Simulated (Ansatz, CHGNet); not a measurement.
**Enthalpy of formation of zinc-blende CdSe at several levels of theory**

No measured value is used here.

```json
[
 {"level (code)": "CHGNet-r²SCAN (CHGNet)", "value (eV/atom)": "-0.737"},
 {"level (code)": "LDA (Ansatz)", "value (eV/atom)": "?"},
 {"level (code)": "PBE (Ansatz)", "value (eV/atom)": "?"},
 {"level (code)": "PBE-D4 (Ansatz)", "value (eV/atom)": "-0.563"},
 {"level (code)": "r²SCAN-D4 (Ansatz)", "value (eV/atom)": "-0.749"},
 {"level (code)": "r²SCAN+rVV10 (Ansatz)", "value (eV/atom)": "-0.726"},
 {"level (code)": "PBE0 (Ansatz)", "value (eV/atom)": "-0.766"}
]
```

**Question.** Some entries are withheld; supply them.

**Answer.** 
- LDA (Ansatz, a quantum-chemistry and plane-wave program), value (eV/atom): -0.546
- PBE (Ansatz), value (eV/atom): -0.633

Each level is taken at its own relaxed cell. Ansatz's density-functional and Hartree–Fock values are scalar-relativistic unless marked +SOC, with PAW data made under PBE.

Machine-learned potentials (CHGNet-r²SCAN) are trained on DFT data, which may include these solids.
